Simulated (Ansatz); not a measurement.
Basis-set extrapolation for `C=C(O)S` (PBE0-D4/def2-TZVP geometry, frozen core, the Gaussian-basis code of Ansatz). Multiplicity 1, RHF reference.

```json
{"": "HF", "def2-TZVPP": "-550.500159", "def2-QZVPP": "-550.518592"}
{"": "MP2 correlation", "def2-TZVPP": "-0.740557", "def2-QZVPP": "-0.796805"}
{"": "CCSD(T) correlation", "def2-TZVPP": "-0.806846", "def2-QZVPP": "-0.858824"}
```

Energies in hartree. Use E(X) = E(∞) + A·exp(−7.88·√X) for Hartree–Fock and E(X) = E(∞) + B·X^(−2.97) for correlation, with X = 3 and 4.

Problem. What is the CCSD(T) energy at the basis-set limit?

Solution. HF limit: -550.518592 + (-0.018433) × 0.13774 = -550.52113. Correlation limit: -0.858824 + (-0.051978) × 0.74074 = -0.89733. Total: -551.41846 hartree, 292.6 kJ/mol below CCSD(T)/def2-TZVPP.
